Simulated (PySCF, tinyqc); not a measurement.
Inside a calculation. Method: RKS/BLYP in the sto-6g basis, for BH, spin multiplicity 1. The lowest restricted solution is unstable here: a spin-polarised one lies 0.0002 hartree lower (PySCF). Computed by tinyqc, a small Python program that keeps every step (integrals from PySCF). Settings: charge = 0, multiplicity = 1, basis = sto-6g, energy threshold = 1e-08, iteration cap = 61, orthogonalisation = symmetric, start = Wolfsberg-Helmholz matrix, DIIS depth = 8, method = RKS, functional = blyp, grid = [20, 86]. Command: `OMP_NUM_THREADS=1 python tinyqc.py 29882 29883 out.jsonl` (the two numbers bound the seeds that draw the settings). One thread of a shared host (Intel(R) Xeon(R) Processor @ 2.60GHz), about 0.4 s of CPU time with the checks. Later iterations appear only in the table of the cycle.

## One-electron integrals

Geometry (angstrom):

| atom | x | y | z |
|---|---|---|---|
| B | 0.00000 | 0.00000 | 0.00000 |
| H | 0.00000 | 0.00000 | 1.54000 |

Basis sto-6g: exponents (1/bohr^2) and contraction coefficients of normalised primitives:

| element | l (shell) | exponent | coefficient |
|---|---|---|---|
| B | s (1) | 506.01115 | 0.00916 |
| B | s (1) | 92.77681 | 0.04936 |
| B | s (1) | 25.95566 | 0.16854 |
| B | s (1) | 8.91645 | 0.37056 |
| B | s (1) | 3.46251 | 0.41649 |
| B | s (1) | 1.42605 | 0.13033 |
| B | s (2) | 23.19458 | -0.01325 |
| B | s (2) | 4.59081 | -0.04699 |
| B | s (2) | 1.42682 | -0.03379 |
| B | s (2) | 0.54895 | 0.25024 |
| B | s (2) | 0.23841 | 0.59512 |
| B | s (2) | 0.10928 | 0.24071 |
| B | p (3) | 23.19458 | 0.00376 |
| B | p (3) | 4.59081 | 0.03768 |
| B | p (3) | 1.42682 | 0.17390 |
| B | p (3) | 0.54895 | 0.41804 |
| B | p (3) | 0.23841 | 0.42586 |
| B | p (3) | 0.10928 | 0.10171 |
| H | s (1) | 35.52322 | 0.00916 |
| H | s (1) | 6.51314 | 0.04936 |
| H | s (1) | 1.82214 | 0.16854 |
| H | s (1) | 0.62596 | 0.37056 |
| H | s (1) | 0.24308 | 0.41649 |
| H | s (1) | 0.10011 | 0.13033 |

Overlap, kinetic and nuclear-attraction integrals over the contracted functions; the nuclear repulsion is the sum of Za Zb / Rab.

nuclear repulsion = 1.7181078 hartree

overlap S, lower triangle:
```
          1B 1s    1B 2s   1B 2px   1B 2py   1B 2pz    2H 1s
1B 1s   1.00000
1B 2s   0.26489  1.00000
1B 2px  0.00000  0.00000  1.00000
1B 2py  0.00000  0.00000  0.00000  1.00000
1B 2pz  0.00000  0.00000  0.00000  0.00000  1.00000
2H 1s   0.03125  0.31385  0.00000  0.00000  0.35900  1.00000
```

kinetic energy T (hartree), lower triangle:
```
           1B 1s    1B 2s   1B 2px   1B 2py   1B 2pz    2H 1s
1B 1s   10.94724
1B 2s   -0.33388  0.37450
1B 2px   0.00000  0.00000  1.12503
1B 2py   0.00000  0.00000  0.00000  1.12503
1B 2pz   0.00000  0.00000  0.00000  0.00000  1.12503
2H 1s   -0.00947  0.02345  0.00000  0.00000  0.09731  0.76852
```

nuclear attraction V (hartree), lower triangle:
```
            1B 1s     1B 2s    1B 2px    1B 2py    1B 2pz     2H 1s
1B 1s   -23.73534
1B 2s    -2.83521  -4.09075
1B 2px    0.00000   0.00000  -4.06682
1B 2py    0.00000   0.00000   0.00000  -4.06682
1B 2pz   -0.01166  -0.10824   0.00000   0.00000  -4.13809
2H 1s    -0.36801  -1.04442   0.00000   0.00000  -1.13645  -2.95186
```

core Hamiltonian H = T + V (hartree), lower triangle:
```
            1B 1s     1B 2s    1B 2px    1B 2py    1B 2pz     2H 1s
1B 1s   -12.78810
1B 2s    -3.16909  -3.71625
1B 2px    0.00000   0.00000  -2.94180
1B 2py    0.00000   0.00000   0.00000  -2.94180
1B 2pz   -0.01166  -0.10824   0.00000   0.00000  -3.01306
2H 1s    -0.37749  -1.02098   0.00000   0.00000  -1.03913  -2.18334
```

## Two-electron integrals

Functions are numbered as in S; the eight-fold symmetry (ij|kl) = (ji|kl) = (kl|ij) leaves the list below.

Two-electron integrals (ij|kl) in chemists' order, unique and non-zero (hartree):
```
(11|11) 2.92499   (21|11) 0.48076   (21|21) 0.09948   (22|11) 0.74345
(22|21) 0.18897   (22|22) 0.54492   (31|31) 0.02110   (32|31) 0.03085
(32|32) 0.12044   (33|11) 0.74345   (33|21) 0.18897   (33|22) 0.54492
(33|33) 0.58711   (41|41) 0.02110   (42|41) 0.03085   (42|42) 0.12044
(43|43) 0.03164   (44|11) 0.74345   (44|21) 0.18897   (44|22) 0.54492
(44|33) 0.52383   (44|44) 0.58711   (51|51) 0.02110   (52|51) 0.03085
(52|52) 0.12044   (53|53) 0.03164   (54|54) 0.03164   (55|11) 0.74345
(55|21) 0.18897   (55|22) 0.54492   (55|33) 0.52383   (55|44) 0.52383
(55|55) 0.58711   (61|11) 0.05839   (61|21) 0.01172   (61|22) 0.02215
(61|33) 0.02203   (61|44) 0.02203   (61|51) 0.00092   (61|52) 0.00178
(61|55) 0.02239   (61|61) 0.00143   (62|11) 0.16531   (62|21) 0.04289
(62|22) 0.13931   (62|33) 0.13515   (62|44) 0.13515   (62|51) 0.00498
(62|52) 0.03124   (62|55) 0.14764   (62|61) 0.00540   (62|62) 0.05347
(63|31) 0.00409   (63|32) 0.01951   (63|53) 0.00558   (63|63) 0.00523
(64|41) 0.00409   (64|42) 0.01951   (64|54) 0.00558   (64|64) 0.00523
(65|11) 0.16687   (65|21) 0.04384   (65|22) 0.14953   (65|33) 0.14190
(65|44) 0.14190   (65|51) 0.00834   (65|52) 0.04948   (65|55) 0.16479
(65|61) 0.00575   (65|62) 0.06675   (65|65) 0.08688   (66|11) 0.34232
(66|21) 0.09055   (66|22) 0.33274   (66|33) 0.31469   (66|44) 0.31469
(66|51) 0.01124   (66|52) 0.09624   (66|55) 0.36884   (66|61) 0.01156
(66|62) 0.17307   (66|65) 0.23308   (66|66) 0.77500
```

## Orthogonalisation

S = U s U^T; symmetric (Loewdin) form X = U s^(-1/2) U^T, so that X^T S X = 1.

eigenvalues of S: 0.49766  0.80316  1.00000  1.00000  1.17420  1.52499

X, lower triangle:
```
           1B 1s     1B 2s   1B 2px   1B 2py    1B 2pz    2H 1s
1B 1s    1.02864
1B 2s   -0.14472   1.07525
1B 2px   0.00000   0.00000  1.00000
1B 2py   0.00000   0.00000  0.00000  1.00000
1B 2pz  -0.00675   0.05264  0.00000  0.00000   1.05834
2H 1s    0.02047  -0.18948  0.00000  0.00000  -0.21104  1.10377
```

## Starting guess

The start is the generalised Wolfsberg-Helmholz matrix (K = 1.75) built on H; D = 2 C_occ C_occ^T.

D at the start, lower triangle:
```
           1B 1s    1B 2s   1B 2px   1B 2py   1B 2pz    2H 1s
1B 1s    1.98235
1B 2s   -0.01049  0.32056
1B 2px   0.00000  0.00000  0.20055
1B 2py   0.00000  0.00000  0.60073  1.79945
1B 2pz  -0.16481  0.49795  0.00000  0.00000  0.78462
2H 1s   -0.13637  0.32919  0.00000  0.00000  0.52076  0.34601
```

## Iteration 1: exchange-correlation on the grid

Becke grid with 20 radial and 86 angular points per atom, points of zero weight dropped. rho = sum D_ij phi_i phi_j; V_xc,ij = sum w v_xc phi_i phi_j plus the gradient terms; v_xc is d(rho eps)/d rho at fixed gradient.

The 8 grid points with the largest w rho, of 3428 (bohr, atomic units):

| x | y | z | w | rho | \|grad rho\|^2 | eps_xc | v_xc |
|---|---|---|---|---|---|---|---|
| 0.28540 | 1.04817 | 1.04817 | 0.14627 | 0.12898 | 0.03896 | -0.42664 | -0.52289 |
| -0.28540 | -1.04817 | 1.04817 | 0.14627 | 0.12898 | 0.03896 | -0.42664 | -0.52289 |
| 0.56494 | 1.39986 | 0.00000 | 0.14932 | 0.12597 | 0.04567 | -0.42706 | -0.51669 |
| -0.56494 | -1.39986 | 0.00000 | 0.14932 | 0.12597 | 0.04567 | -0.42706 | -0.51669 |
| 0.55794 | 1.28692 | 0.55794 | 0.14015 | 0.13205 | 0.04783 | -0.43218 | -0.52530 |
| -0.55794 | -1.28692 | 0.55794 | 0.14015 | 0.13205 | 0.04783 | -0.43218 | -0.52530 |
| 0.00000 | 1.39986 | 0.56494 | 0.14899 | 0.12257 | 0.04285 | -0.42349 | -0.51215 |
| 0.00000 | -1.39986 | 0.56494 | 0.14899 | 0.12257 | 0.04285 | -0.42349 | -0.51215 |

electrons on the grid, sum of w rho = 6.00014

E_xc = sum of w rho eps_xc = -4.4216913 hartree

V_xc (hartree), lower triangle:
```
           1B 1s     1B 2s    1B 2px    1B 2py    1B 2pz     2H 1s
1B 1s   -1.90468
1B 2s   -0.26443  -0.43514
1B 2px   0.00000   0.00000  -0.39293
1B 2py   0.00000   0.00000  -0.03182  -0.47496
1B 2pz  -0.00609  -0.05561   0.00000   0.00000  -0.43755
2H 1s   -0.03382  -0.12876   0.00000   0.00000  -0.15004  -0.39766
```

## Iteration 1: building the Kohn-Sham matrix

J_ij = sum D_kl (ij|kl); F = H + J + V_xc; E = tr D H + tr D J / 2 + E_xc + E_nn.

Coulomb J (hartree), lower triangle:
```
          1B 1s    1B 2s   1B 2px   1B 2py   1B 2pz    2H 1s
1B 1s   8.48197
1B 2s   1.63975  3.51844
1B 2px  0.00000  0.00000  3.45549
1B 2py  0.00000  0.00000  0.03802  3.55667
1B 2pz  0.03938  0.21469  0.00000  0.00000  3.54315
2H 1s   0.19885  0.95020  0.00000  0.00000  1.05094  2.41600
```

Kohn-Sham matrix F (hartree), lower triangle:
```
           1B 1s     1B 2s   1B 2px   1B 2py    1B 2pz     2H 1s
1B 1s   -6.21080
1B 2s   -1.79377  -0.63296
1B 2px   0.00000   0.00000  0.12076
1B 2py   0.00000   0.00000  0.00620  0.13991
1B 2pz   0.02162   0.05085  0.00000  0.00000   0.09254
2H 1s   -0.21246  -0.19954  0.00000  0.00000  -0.13823  -0.16500
```

total energy of this density = -24.6728891 hartree

## Iteration 1: diagonalisation and new density

Diagonalise F' = X^T F X, C = X C', fill 3 alpha and 3 beta electrons from the bottom; D = 2 C_occ C_occ^T. Each column has its largest component positive (the first on a tie).

F' = X^T F X (hartree), lower triangle:
```
          1         2        3        4         5         6
1  -6.05885
2  -0.96560  -0.23145
3   0.00000   0.00000  0.12076
4   0.00000   0.00000  0.00620  0.13991
5   0.00151   0.10780  0.00000  0.00000   0.16647
6  -0.00692  -0.14197  0.00000  0.00000  -0.17425  -0.06618
```

orbital energies (hartree): MO1 -6.21487, MO2 -0.21811, MO3 -0.08189, MO4 0.11893, MO5 0.14174, MO6 0.32487

coefficients C:
```
             MO1       MO2       MO3       MO4      MO5       MO6
1B 1s    0.99250  -0.17776  -0.21634   0.00000  0.00000  -0.12672
1B 2s    0.02757   0.53237   0.79775   0.00000  0.00000   0.54330
1B 2px   0.00000   0.00000   0.00000   0.95905  0.28325   0.00000
1B 2py   0.00000   0.00000   0.00000  -0.28325  0.95905   0.00000
1B 2pz  -0.00223   0.05873  -0.49858   0.00000  0.00000   0.95676
2H 1s   -0.00421   0.69203  -0.46937   0.00000  0.00000  -0.77455
```

D after iteration 1, lower triangle:
```
           1B 1s     1B 2s   1B 2px   1B 2py   1B 2pz    2H 1s
1B 1s    2.12690
1B 2s   -0.47972   1.84119
1B 2px   0.00000   0.00000  0.00000
1B 2py   0.00000   0.00000  0.00000  0.00000
1B 2pz   0.19043  -0.73308  0.00000  0.00000  0.50407
2H 1s   -0.05130  -0.01227  0.00000  0.00000  0.54934  1.39847
```

## Iteration 2: exchange-correlation on the grid

As before.

The 8 grid points with the largest w rho, of 3428 (bohr, atomic units):

| x | y | z | w | rho | \|grad rho\|^2 | eps_xc | v_xc |
|---|---|---|---|---|---|---|---|
| 0.00000 | 0.00000 | -1.50955 | 0.14594 | 0.11479 | 0.03540 | -0.41438 | -0.50181 |
| 0.00000 | -0.56494 | -1.39986 | 0.14933 | 0.10697 | 0.03136 | -0.40624 | -0.49007 |
| -0.56494 | 0.00000 | -1.39986 | 0.14933 | 0.10697 | 0.03136 | -0.40624 | -0.49007 |
| 0.56494 | 0.00000 | -1.39986 | 0.14933 | 0.10697 | 0.03136 | -0.40624 | -0.49007 |
| 0.00000 | 0.56494 | -1.39986 | 0.14933 | 0.10697 | 0.03136 | -0.40624 | -0.49007 |
| 0.00000 | 0.00000 | -1.99909 | 0.31306 | 0.04683 | 0.00869 | -0.32780 | -0.37214 |
| 0.00000 | -0.74815 | -1.85382 | 0.32034 | 0.04365 | 0.00761 | -0.32168 | -0.36385 |
| -0.74815 | 0.00000 | -1.85382 | 0.32034 | 0.04365 | 0.00761 | -0.32168 | -0.36385 |

electrons on the grid, sum of w rho = 6.00011

E_xc = sum of w rho eps_xc = -4.4592196 hartree

V_xc (hartree), lower triangle:
```
           1B 1s     1B 2s    1B 2px    1B 2py    1B 2pz     2H 1s
1B 1s   -1.91060
1B 2s   -0.25573  -0.40470
1B 2px   0.00000   0.00000  -0.38516
1B 2py   0.00000   0.00000   0.00000  -0.38516
1B 2pz   0.00759   0.03808   0.00000   0.00000  -0.44385
2H 1s   -0.03196  -0.12266   0.00000   0.00000  -0.14709  -0.49521
```

## Iteration 2: building the Kohn-Sham matrix

As before.

Coulomb J (hartree), lower triangle:
```
           1B 1s    1B 2s   1B 2px   1B 2py   1B 2pz    2H 1s
1B 1s    8.15552
1B 2s    1.54279  3.30185
1B 2px   0.00000  0.00000  3.25770
1B 2py   0.00000  0.00000  0.00000  3.25770
1B 2pz  -0.01253  0.02316  0.00000  0.00000  3.39014
2H 1s    0.18495  0.91096  0.00000  0.00000  1.02104  2.63741
```

Kohn-Sham matrix F (hartree), lower triangle:
```
           1B 1s     1B 2s    1B 2px    1B 2py    1B 2pz     2H 1s
1B 1s   -6.54318
1B 2s   -1.88203  -0.81911
1B 2px   0.00000   0.00000  -0.06926
1B 2py   0.00000   0.00000   0.00000  -0.06926
1B 2pz  -0.01661  -0.04700   0.00000   0.00000  -0.06678
2H 1s   -0.22449  -0.23268   0.00000   0.00000  -0.16519  -0.04114
```

total energy of this density = -25.0456624 hartree

## Iteration 2: DIIS over 2 matrices

error matrix X^T (FDS - SDF) X:
```
          1         2        3        4        5         6
1   0.00000   0.02611  0.00000  0.00000  0.03906  -0.00291
2  -0.02611   0.00000  0.00000  0.00000  0.10727  -0.20786
3   0.00000   0.00000  0.00000  0.00000  0.00000   0.00000
4   0.00000   0.00000  0.00000  0.00000  0.00000   0.00000
5  -0.03906  -0.10727  0.00000  0.00000  0.00000  -0.29905
6   0.00291   0.20786  0.00000  0.00000  0.29905   0.00000
```

B (overlaps of the stored error matrices):
```
                1               2
1   4.3379784e-01  -3.1434388e-01
2  -3.1434388e-01   2.9271445e-01
```

Minimise |sum c_i e_i|^2 with sum c_i = 1: solve [B -1; -1 0][c; lambda] = [0; -1] with B_ij = tr e_i^T e_j, and take F = sum c_i F_i.

DIIS coefficients: 0.44795  0.55205

extrapolated F (hartree), lower triangle:
```
           1B 1s     1B 2s   1B 2px   1B 2py    1B 2pz     2H 1s
1B 1s   -6.39429
1B 2s   -1.84249  -0.73572
1B 2px   0.00000   0.00000  0.01586
1B 2py   0.00000   0.00000  0.00278  0.02444
1B 2pz   0.00052  -0.00317  0.00000  0.00000   0.00459
2H 1s   -0.21910  -0.21783  0.00000  0.00000  -0.15311  -0.09662
```

## Iteration 2: diagonalisation and new density

As before.

F' = X^T F X (hartree), lower triangle:
```
          1         2        3        4         5        6
1  -6.24059
2  -0.97742  -0.33514
3   0.00000   0.00000  0.01586
4   0.00000   0.00000  0.00278  0.02444
5  -0.01295   0.04925  0.00000  0.00000   0.07206
6  -0.00405  -0.14684  0.00000  0.00000  -0.17842  0.01997
```

orbital energies (hartree): MO1 -6.39829, MO2 -0.25980, MO3 -0.09290, MO4 0.01504, MO5 0.02526, MO6 0.26729

coefficients C:
```
             MO1       MO2       MO3       MO4      MO5       MO6
1B 1s    0.99254  -0.24811   0.14670   0.00000  0.00000   0.10626
1B 2s    0.02759   0.81138  -0.56996   0.00000  0.00000  -0.48148
1B 2px   0.00000   0.00000   0.00000   0.95905  0.28325   0.00000
1B 2py   0.00000   0.00000   0.00000  -0.28325  0.95905   0.00000
1B 2pz   0.00175   0.09923   0.61701   0.00000  0.00000  -0.88141
2H 1s   -0.00541   0.39329   0.51800   0.00000  0.00000   0.93602
```

D after iteration 2, lower triangle:
```
           1B 1s     1B 2s   1B 2px   1B 2py   1B 2pz    2H 1s
1B 1s    2.13643
1B 2s   -0.51509   1.96790
1B 2px   0.00000   0.00000  0.00000
1B 2py   0.00000   0.00000  0.00000  0.00000
1B 2pz   0.13526  -0.54221  0.00000  0.00000  0.78110
2H 1s   -0.05392   0.04745  0.00000  0.00000  0.71725  0.84605
```

## Iteration 7 (converged): orbitals

converged F (hartree), lower triangle:
```
           1B 1s     1B 2s   1B 2px   1B 2py    1B 2pz     2H 1s
1B 1s   -6.37567
1B 2s   -1.84459  -0.74836
1B 2px   0.00000   0.00000  0.00713
1B 2py   0.00000   0.00000  0.00000  0.00713
1B 2pz  -0.01014  -0.04415  0.00000  0.00000  -0.00730
2H 1s   -0.21988  -0.23039  0.00000  0.00000  -0.17125  -0.13500
```

As before.

F' = X^T F X (hartree), lower triangle:
```
          1         2        3        4         5         6
1  -6.22044
2  -0.98094  -0.34915
3   0.00000   0.00000  0.00713
4   0.00000   0.00000  0.00000  0.00713
5  -0.01880   0.00807  0.00000  0.00000   0.06098
6  -0.00208  -0.14391  0.00000  0.00000  -0.18150  -0.01725
```

orbital energies (hartree): MO1 -6.38014, MO2 -0.29193, MO3 -0.08548, MO4 0.00713, MO5 0.00713, MO6 0.23168

coefficients C:
```
             MO1       MO2       MO3       MO4      MO5       MO6
1B 1s    0.99209  -0.23026  -0.18406   0.00000  0.00000   0.09149
1B 2s    0.02926   0.73984   0.69949   0.00000  0.00000  -0.42222
1B 2px   0.00000   0.00000   0.00000  -0.02031  0.99979   0.00000
1B 2py   0.00000   0.00000   0.00000   0.99979  0.02031   0.00000
1B 2pz   0.00390   0.20762  -0.54841   0.00000  0.00000  -0.90750
2H 1s   -0.00637   0.43292  -0.51145   0.00000  0.00000   0.92203
```

D after iteration 7, lower triangle:
```
           1B 1s     1B 2s   1B 2px   1B 2py   1B 2pz    2H 1s
1B 1s    2.14227
1B 2s   -0.54015   2.07500
1B 2px   0.00000   0.00000  0.00000
1B 2py   0.00000   0.00000  0.00000  0.00000
1B 2pz   0.11401  -0.45979  0.00000  0.00000  0.68776
2H 1s   -0.02372  -0.07530  0.00000  0.00000  0.74068  0.89808
```

Within a degenerate level the vectors are fixed only up to a rotation; this is one choice.

## Convergence

Stop when the energy changes by less than 1e-08 hartree and every element of the error matrix X^T (F D S - S D F) X is below 3e-05.

Course of the cycle:

| iteration | E (hartree) | change | largest element of the error matrix |
|---|---|---|---|
| 1 | -24.6728891 | - | 3.68e-01 |
| 2 | -25.0456624 | -3.73e-01 | 2.99e-01 |
| 3 | -25.1322760 | -8.66e-02 | 4.89e-02 |
| 4 | -25.1357295 | -3.45e-03 | 3.31e-02 |
| 5 | -25.1363872 | -6.58e-04 | 1.77e-03 |
| 6 | -25.1363891 | -1.92e-06 | 5.89e-05 |
| 7 | -25.1363891 | -2.25e-09 | 3.23e-07 |

PySCF RKS in the same basis, fine grid = -25.1359882 hartree

Converged in 7 iterations. The coarse grid moves the energy by -4.01e-04 hartree.

## Populations, bond orders and dipole

Mulliken: Z minus the diagonal of D S on the atom; Loewdin: the same with S^(1/2) D S^(1/2); Mayer order: 2 sum_s sum (D(s) S)_ij (D(s) S)_ji over the two atoms.

Charges (e):

| atom | Mulliken | Loewdin |
|---|---|---|
| 1B | 0.13960 | 0.13562 |
| 2H | -0.13960 | -0.13562 |

Mayer bond orders:

| pair | order |
|---|---|
| 2-1 | 0.98051 |

dipole moment about the origin, x y z (debye): 0.00000  0.00000  0.14493
